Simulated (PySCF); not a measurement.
**Frontier orbitals and the lowest excitations**

C3H7F.
Structure used (PBE0-D3(BJ)/def2-TZVP), in Å, numbered top down from 1:
```xyz
11
C3H7F angstrom
C     -1.2759   -0.0520   -0.1369
C      0.1054    0.5532   -0.1281
C      1.2017   -0.4386    0.1691
F      0.1410    1.5503    0.8478
H     -1.4858   -0.5318    0.8218
H     -1.3542   -0.8045   -0.9248
H     -2.0305    0.7153   -0.3163
H      0.3017    1.0575   -1.0814
H      1.0224   -0.9253    1.1305
H      1.2377   -1.2071   -0.6063
H      2.1712    0.0605    0.2058
```

Computed, not measured: TDDFT CAM-B3LYP/aug-cc-pVTZ, vertical, gas phase, core orbitals frozen in the response (PySCF). Geometry: PBE0-D3(BJ)/def2-TZVP; no solvent, vibrations or thermal averaging.

Frontier orbitals with the atoms that hold most of them (Löwdin shares over 4%, at most four atoms; ? is withheld):

```tsv
orbital	ε (eV)	atoms
HOMO-3	-12.53	F4 24%, C1 18%, C3 18%, C2 8%
HOMO-2	-12.08	C3 22%, C1 22%, F4 15%, H11 9%
HOMO-1	-10.88	?
HOMO	?	?
LUMO	0.24	H10 20%, H6 20%, H8 13%, H7 11%
LUMO+1	0.65	H7 24%, H11 24%, H10 10%, H6 10%
LUMO+2	0.66	H8 28%, H5 15%, H9 15%, C1 14%
```

**Question.** Give the leading atoms of the HOMO-1.

**Answer.** F4 (bonded to C) 32%; C2 (bonded to 2 C, F and H) 20%; C3 (bonded to C and 3 H) 16%; C1 (bonded to C and 3 H) 15%. By element: carbon 51%, fluorine 32%.

**Question.** Give the leading atoms of the HOMO.

**Answer.** F4 (bonded to C) 28%; C2 (bonded to 2 C, F and H) 27%; H8 (bonded to C) 12%; C1 (bonded to C and 3 H) 11%. By element: carbon 38% or more, fluorine 28%, hydrogen 12% or more.

**Question.** What is the HOMO energy, and the HOMO–LUMO gap?

**Answer.** ε(HOMO) = -10.71 eV; the gap is 10.96 eV (0.4026 hartree).

**Question.** The HOMO–LUMO gap is 10.96 eV. Where does the response calculation put the lowest singlet, and from which orbitals?

**Answer.** S1 is at 8.41 eV (f = 0.0071), 2.55 eV below the gap, made of HOMO→LUMO (79%). Without the coupling terms of the response equations the lowest excitation would equal the gap.

**Question.** One configuration dominates each of S1 and S2. Which, and how do the shares of the two leading atoms of either orbital change from the occupied to the empty one?

**Answer.** 
- S1 (8.41 eV, f 0.0071), HOMO→LUMO (79%): F4 28% → at most 11%, C2 27% → at most 11%, H10 at most 11% → 20%, H6 at most 11% → 20%
- S2 (8.58 eV, f 0.033), HOMO-1→LUMO (85%): F4 32% → at most 11%, C2 20% → at most 11%, H10 at most 16% → 20%, H6 at most 16% → 20%

The run took 66 s of wall time on one thread, Arm Neoverse V1 (aarch64), no GPU, on a shared host, and the process peaked at 1.2 GiB of memory.
